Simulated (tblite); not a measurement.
Compound: C4H7Cl2 (doublet state).
Cartesian coordinates in Å at the GFN2-xTB level; atoms count from 1:
```xyz
13
C4H7Cl2 angstrom
C      1.3383   -0.4403   -0.3108
C      0.1064    0.1653    0.3600
C     -0.1296    1.5402   -0.1373
Cl    -1.0508    2.6235    0.7813
C     -1.1411   -0.7001    0.0831
Cl    -0.9966   -2.3028    0.8493
H      1.2175   -0.4449   -1.3914
H      1.4812   -1.4619    0.0301
H      2.2235    0.1381   -0.0624
H      0.2531    0.1891    1.4455
H     -0.0061    1.7931   -1.1749
H     -2.0345   -0.2332    0.4965
H     -1.2656   -0.8656   -0.9868
```

Computed with GFN2-xTB (tblite): harmonic, unscaled wavenumbers at the GFN2-xTB geometry, gas phase. This tight-binding method is rough: wavenumbers can miss measured ones by several per cent, in bad cases by 10 to 20. One conformer, not necessarily the lowest. Open shells enter through the occupations alone, without spin polarisation, and single modes of such species can be off by tens of per cent.

Harmonic wavenumbers (cm⁻¹): 49.9, 81.4, 190.1, 202.0, 215.4, 318.6, 357.2, 415.4, 454.6, 721.0, 814.3, 863.2, 898.1, 976.7, 1063.6, 1091.3, 1149.4, 1151.7, 1201.2, 1234.7, 1279.6, 1316.0, 1404.7, 1427.3, 1488.6, 1492.5, 2930.9, 2984.1, 2987.0, 3040.2, 3052.7, 3055.7, 3106.0.

A = 4199, B = 1048, C = 882.3 MHz; mass 124.992 u (most abundant isotopes); point group C1, symmetry number 1; spin multiplicity 2.

Q: Zero-point energy?

A: Half the sum of the wavenumbers: 21508 cm⁻¹ = 61.49 kcal/mol.

Q: What is S at 400 K and 1 bar for an ideal gas of classical rigid rotors and harmonic oscillators?

A: Translation 41.87, rotation 29.68, vibration 27.36, spin (R ln 2) 1.38: S = 100.3 cal/(mol K).

Q: And Cp and H(400 K) − H(0)?

A: Cp = 34.61 cal/(mol K), of which vibrations give 26.66 (their classical limit is 33 R = 65.6); H(400 K) − H(0) = 8.78 kcal/mol without the zero-point energy, 5.60 from vibrations.

Q: Blend soft modes into free rotors: weight 1/[1 + (100 cm⁻¹/ν̃)⁴] for the oscillator and the rest for a rotor with moment μB/(μ + B), μ = h/(8π²ν), B = 10⁻⁴⁴ kg m². What vibrational entropy results?

A: 25.10 cal/(mol K) in place of 27.36, which changes −T·S at 400 K by +0.90 kcal/mol.

Q: Which modes carry the vibrational entropy at 400 K?

A: 49.9 cm⁻¹: 5.40; 81.4 cm⁻¹: 4.44; 190.1 cm⁻¹: 2.78; 202.0 cm⁻¹: 2.67; 215.4 cm⁻¹: 2.54; 318.6 cm⁻¹: 1.82 cal/(mol K); the other 27 give 7.71 together.

Hindered rotation and anharmonicity are outside this model. Other conformers, if any are populated, would add a mixing term that is left out. The structure is chiral; the term R ln 2 for an equal mix with its mirror image is left out.
